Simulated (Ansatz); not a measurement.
# AlPN (sextet): the correlation ladder, def2-TZVPP

One table from this session's results is given with a row withheld; the runs are named, their logs left out.

The runs use Ansatz 0.2.0, Gaussian basis; def2-TZVPP, core rule «outside noble gas», up to 11 orbitals frozen.

To be run: UHF; ROHF; CCSD(T) on UHF.

## What is computed

The geometry is a PBE0/def2-TZVP stationary point (not a proven minimum) of the parent state, kept for this charge and spin.

3 atoms, charge 0, spin multiplicity 6.

Atoms are counted from 1 here; the program's logs count them from 0.

Bond lengths: N1–Al2 1.817 Å, Al2–P3 2.195 Å. Angles: N1–Al2–P3 180.0°.

As a file:

```xyz
3

N     0.0000    0.0000   -1.9430
Al    0.0000    0.0000   -0.1262
P     0.0000    0.0000    2.0692
```

The first run:

Contents of in.yaml:

```yaml
crystal:
  periodic: [false, false, false]
  atoms:
    - {symbol: N, position_ang: [0.000000, 0.000000, -1.943000]}
    - {symbol: Al, position_ang: [0.000000, 0.000000, -0.126200]}
    - {symbol: P, position_ang: [0.000000, 0.000000, 2.069200]}
basis:
  gaussian: {orbitals: def2-TZVPP}
magnetization: {spin_polarized: true, initial_magnetization: 5}
hamiltonian: {xc: hf}
output: {orbitals: {seedname: orbitals}}
```

Command:

```
$ ansatz run in.yaml --threads 1 --pin off --events-out ev --progress --plain --max-ram 4096MiB --backend cpu
```

Among the steps run: UHF; ROHF; CCSD(T) on UHF.

One table of the session follows, with a row left open; its other results are not shown here.

```
  method  from UCCSD(T) (meV)
    ROHF              +9424.4
     UHF                    ?
    UMP2              +1543.2
   UCCSD               +393.1
UCCSD(T)                    0
```

Q: Estimate the row for UHF from the others.

**Answer.** from UCCSD(T) (meV): +9115.1. In the column «from UCCSD(T) (meV)» it lies between UMP2 (+1543.2) and ROHF (+9424.4).
